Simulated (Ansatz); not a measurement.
The same path of C2H8Si + H (12 atoms, charge 0, multiplicity 2) was run twice with different band settings. Lost on the way: H1–Si2. Made: H1–H5.

Method: Ansatz, UKS PBE-D4/6-31G*.

Relaxed end points:

```xyz
12
Properties=species:S:1:pos:R:3
H 0.729 -1.046 1.078
Si -0.297 -0.485 0.129
C 0.460 -0.325 -1.600
C -0.915 1.184 0.779
H 2.738 -1.595 2.666
H -1.443 -1.461 0.086
H 1.319 0.368 -1.592
H 0.816 -1.301 -1.970
H -0.279 0.062 -2.322
H -0.088 1.912 0.845
H -1.355 1.080 1.785
H -1.686 1.607 0.114
```

```xyz
12
Properties=species:S:1:pos:R:3
H 1.887 -1.323 1.998
Si -0.511 -0.502 -0.001
C 0.387 -0.323 -1.666
C -0.982 1.182 0.744
H 2.490 -1.416 2.440
H -1.744 -1.360 -0.165
H 1.318 0.258 -1.554
H 0.650 -1.309 -2.083
H -0.254 0.198 -2.402
H -0.087 1.803 0.916
H -1.500 1.057 1.709
H -1.656 1.735 0.064
```

Common settings: movable images 5; climbing image yes; spring 5.0 eV/Å²; start path through a guess of the saddle point; force threshold 0.03 eV/Å; iteration limit 60; end points relaxed.

| run | optimiser | largest step |
| --- | --- | --- |
| 1 | quadratic models (default) | default |
| 2 | lbfgs | 0.5 Å |

(1) What does each run give, and how far can it be trusted?

## Answers

(1) Run 1: converged after 6 iterations, highest image 0.038 eV above the first end. A vibrational analysis at the climbing image gives one clearly imaginary mode, 431i cm⁻¹: a first-order saddle point.
Run 2: converged after 26 iterations, highest image 0.039 eV above the first end. Another band between the same ends (5 images) ends at a top of the same energy, where a vibrational analysis finds 1 clearly imaginary mode.
